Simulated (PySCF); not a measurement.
SH₄: one-bond stretch

Computed with r2SCAN/[S def2-TZVP, H def2-TZVP], no relativity, density fitting, PySCF.

Rigid scan from the singlet minimum (S–H 1.399 Å (×4); H–S–H 87.7° (×4), H–S–H 157.1° (×2)). Coordinate: the bond from S to the last atom (H) scaled, the rest fixed. Energies in kJ/mol from the minimum.

(1) Predict the curve at 0.92, 0.96, 1.00, 1.05, 1.12, 1.20, 1.35, 1.55, 1.80, 2.20.

## Answers

(1) 
| scale of one bond | E (kJ/mol) | dipole size (D) |
| --- | --- | --- |
| 0.92 | 12.7 | 0.44 |
| 0.96 | 2.8 | 0.41 |
| 1.00 | 0.0 | 0.39 |
| 1.05 | 3.5 | 0.41 |
| 1.12 | 16.6 | 0.56 |
| 1.20 | 38.0 | 0.83 |
| 1.35 | 84.1 | 1.46 |
| 1.55 | 142.9 | – |
| 1.80 | 203.7 | – |
| 2.20 | 270.4 | – |

At long bonds a restricted determinant can lie too high, and another spin state can fall below this curve.

Other isomers or separated fragments may lie lower.
